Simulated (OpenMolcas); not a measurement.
# C4H6 (1-butyne) at CCSD(T)/STO-3G

Aim: the vertical electron affinity of C4H6 (1-butyne) at CCSD(T)/STO-3G, from 2 runs. 

The calculation is run with OpenMolcas 26.06.

2 further runs of the same task are left out: 2 set aside as unsound or not needed.

## (1) Starting point

The species is C4H6 (10 atoms), meant as a singlet with charge 0. As SMILES, `C#CCC`. The shape is that of a PBE0-D4/def2-TZVP optimisation.

Bond lengths: C1–C2 1.201 Å, C2–C3 1.453 Å, C3–C4 1.526 Å, C1–H5 1.064 Å, C3–H6 1.095 Å, C3–H7 1.095 Å, C4–H8 1.092 Å, C4–H9 1.091 Å, C4–H10 1.091 Å. Some angles: C1–C2–C3 178.8°, C2–C3–C4 112.8°, C2–C1–H5 179.7°, C2–C3–H6 108.8°, C2–C3–H7 108.8°, C4–C3–H6 110.0°, C4–C3–H7 110.0°, C3–C4–H8 110.4°, C3–C4–H9 110.8°, C3–C4–H10 110.8°.

## (2) The energy at CCSD(T)/STO-3G

The input, input.xyz:

```xyz
10

C     -0.710750     1.680210    -1.381330
C     -0.058400     0.889370    -0.756470
C      0.705410    -0.079680     0.011620
C     -0.176980    -0.989860     0.861700
H     -1.283760     2.383410    -1.937480
H      1.308110    -0.680710    -0.677310
H      1.415170     0.455960     0.650710
H      0.435830    -1.700320     1.420050
H     -0.763300    -0.406590     1.573470
H     -0.871330    -1.551790     0.235040
```

The input, job.input:

```
>>> EXPORT MOLCAS_PRINT=2

&gateway
  baslib
  $CurrDir
  coord
  input.xyz
  basis
  STO-3G
  group
  NoSym

&seward

&scf
  prorbitals
  1 1

&rasscf
  fileorb
  $Project.ScfOrb
  spin
  1
  nactel
  0 0 0
  inactive
  15
  ras2
  0
  outorbitals
  Canonical
  orblisting
  Nothing

&motra
  jobiph
  frozen
  4

&ccsdt
  cct
  triples
  2
  iterations
  50
  extrapolation
  5 4
```

The basis set STO-3G is read from a file made from the Basis Set Exchange's data (not shown).

Launch:

```bash
$ export MOLCAS_MEM=1860
$ pymolcas job.input > job.log
```

Output:

```text
--- Start Module: gateway ---
[...]
--- Stop Module: gateway /rc=_RC_ALL_IS_WELL_ ---
[...]
      Basis functions           26
[...]
       Convergence after   9 Iterations
[...]
::    Total SCF energy                               -153.0247103905
[...]
      Total spin, S                                     0.0000000000
[...]
      Number of active orbitals                  0
[...]
      Spin quantum number                      0.0
[...]
      Active orbitals                            0
[...]
      Number of CSFs                             1
[...]
      Number of root(s) required                 1
[...]
      Convergence after  4 iterations
[...]
      Natural orbitals and occupation numbers for root  1
      ************************************************************************************************************************
      *                                                    Final results                                                     *
      ************************************************************************************************************************
[...]
::    RASSCF root number  1 Total energy:   -153.02471039
[...]
      Total electronic charge=   30.000000
      Total            charge=   -0.000000
[...]
      Dipole Moment (debye):
      Origin of the operator (angstrom)=   -0.0490    0.3051   -0.2572
                   X=  2.0918E-01               Y= -3.7106E-01               Z=  3.0062E-01           Total=  5.2136E-01
      Quadrupole Moment (debye*angstrom):
[...]
--- Start Module: motra ---
[...]
      *** WARNING: Default frozen orbitals is overwritten by user input.
      *** Default values:   4
[...]
--- Stop Module: motra /rc=_RC_ALL_IS_WELL_ ---
--- Start Module: ccsdt ---
[...]
      Convergence after                    14  Iterations
      Total energy (diff) :    -153.32280626      -0.00000005
[...]
 METHOD                       : CCSD+T(CCSD)+<T3(1)WT1> = CCSD(T)
[...]
       CCSD     =      -153.3228062644502
[...]
--- Stop Module: ccsdt /rc=_RC_ALL_IS_WELL_ ---
[...]
```

Wall time 2.4 s (1 thread of Arm Neoverse V1, shared host); peak memory 0.37 GiB.

## (3) The doublet anion, same level

input.xyz is that of step 2.

The input, job.inp:

```
* C4H6 CCSD(T)
>>> EXPORT MOLCAS_PRINT=2
&GATEWAY
BasLib=$CurrDir
Coord=input.xyz
Basis=STO-3G
Group=NoSym
&SEWARD
&SCF
UHF
Charge=-1
Spin=2
PrOrbitals=1 1
&RASSCF
FileOrb=$Project.UnaOrb
Spin=2
Nactel=1 0 0
Inactive=15
Ras2=1
OutOrbitals=Canonical
OrbListing=Nothing
&MOTRA
JobIph
Frozen=4
&CCSDT
CCT
Triples=3
Iterations=50
Extrapolation=5 4
```

The basis set STO-3G is read from a file made from the Basis Set Exchange's data (not shown).

Launch:

```bash
$ export MOLCAS_MEM=1860
$ pymolcas job.inp > job.log
```

Output:

```text
--- Start Module: gateway ---
[...]
--- Stop Module: gateway /rc=_RC_ALL_IS_WELL_ ---
[...]
      Basis functions           26
[...]
       Convergence after  20 Iterations
[...]
::    Total SCF energy                               -152.6610901926
[...]
      Total spin, S                                     0.5046911926
[...]
      Number of active orbitals                  1
[...]
      Spin quantum number                      0.5
[...]
      Active orbitals                            1
[...]
      Number of CSFs                             1
[...]
      Number of root(s) required                 1
[...]
      Convergence after 11 iterations
[...]
      printout of CI-coefficients larger than  0.05 for root  1
      energy=    -152.659134
      conf/sym  1     Coeff  Weight
             1  u   1.00000 1.00000
      Natural orbitals and occupation numbers for root  1
      sym 1:   1.000000
      ************************************************************************************************************************
      *                                                    Final results                                                     *
[...]
::    RASSCF root number  1 Total energy:   -152.65913388
[...]
      Total electronic charge=   31.000000
      Total            charge=   -1.000000
[...]
      Dipole Moment (debye):
      Origin of the operator (angstrom)=   -0.0490    0.3051   -0.2572
                   X=  1.0820E+00               Y= -3.4929E+00               Z=  2.9028E+00           Total=  4.6687E+00
      Center of Charge (angstrom)
[...]
--- Start Module: motra ---
[...]
      *** WARNING: Default frozen orbitals is overwritten by user input.
      *** Default values:   4
[...]
--- Stop Module: motra /rc=_RC_ALL_IS_WELL_ ---
--- Start Module: ccsdt ---
[...]
      Convergence after                    17  Iterations
      Total energy (diff) :    -152.92382878      -0.00000001
[...]
 METHOD                       : CCSD+T(CCSD)+<T3(1)WT1>+<T3(1)UT2> = CCSD(T)
[...]
       CCSD     =      -152.9238287781842
[...]
--- Stop Module: ccsdt /rc=_RC_ALL_IS_WELL_ ---
[...]
```

It took 3.3 s on 1 thread of Arm Neoverse V1, shared host; peak memory 0.37 GiB.

## (4) Summary of results

At CCSD(T)/STO-3G, 4 core orbitals frozen:

```
                                                 quantity          value
                               singlet C4H6: total energy  -153.32461 Eh
         singlet C4H6: dipole moment (mean-field density)         0.52 D
        singlet C4H6: HOMO energy (Hartree–Fock orbitals)       -8.74 eV
        singlet C4H6: LUMO energy (Hartree–Fock orbitals)       10.80 eV
      singlet C4H6: HOMO–LUMO gap (Hartree–Fock orbitals)       19.55 eV
singlet C4H6: correlation energy (4 core orbitals frozen)     -299.9 mEh
                             singlet C4H6: (T) correction      -1.80 mEh
                              doublet anion: total energy  -152.92623 Eh
                            doublet anion: (T) correction      -2.40 mEh
        vertical electron affinity (to the doublet anion)     -10.840 eV
```

What this shows: The anion lies 10.84 eV (1046 kJ/mol) above the neutral: the electron isn't bound at this level, and such a value depends on the basis. Without diffuse functions anions come out too high. In a minimal basis such a difference can be off by several eV, whatever the method. The triples (singlet C4H6) make up 0.6 % of the correlation energy.
